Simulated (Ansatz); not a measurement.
Geometry optimisation, Ansatz 0.2.0, UKS PBE0-D4/def2-SVP.

The input (input.yaml):

```yaml
crystal:
  periodic: [false, false, false]
  atoms:
    - { symbol: B, position_ang: [-0.0137, -0.0394, -0.0266] }
    - { symbol: F, position_ang: [1.1481, -0.2935, 0.6848] }
    - { symbol: H, position_ang: [-1.0734, -0.6218, 0.153] }
    - { symbol: H, position_ang: [-0.0054, 0.8945, -0.8316] }
magnetization:
  spin_polarized: true
basis:
  gaussian: { orbitals: def2-SVP }
hamiltonian:
  xc: pbe0
  dispersion: d4
relax:
  f_tol: 0.02
  max_steps: 40
```

Run as:

```bash
$ ansatz run input.yaml --threads 1 --pin off --max-ram 2048MiB --backend cpu --events-out ev --progress --plain --runs-dir out
```

Question: Where does it end, and by what steps?

Answer: It converged. After 5 steps the energy has fallen by 0.165 eV; F2 moved furthest, 0.09 Å.

| step | energy less start (eV) | largest force component (eV/Å) | accepted |
| --- | --- | --- | --- |
| 0 | 0.0000 | 2.455 | yes |
| 1 | 0.0310 | 1.595 | no |
| 2 | -0.1548 | 0.387 | yes |
| 3 | -0.1649 | 0.064 | yes |
| 4 | -0.1645 | 0.196 | no |
| 5 | -0.1651 | 0.011 | yes |

```xyz
4
Properties=species:S:1:pos:R:3
B -0.025 -0.005 -0.029
F 1.063 -0.297 0.652
H -1.020 -0.656 0.189
H 0.037 0.897 -0.832
```

The run took 3 s on 1 thread of Intel(R) Xeon(R) 6975P-C (Granite Rapids), on a shared host, peak memory 0.12 GiB.
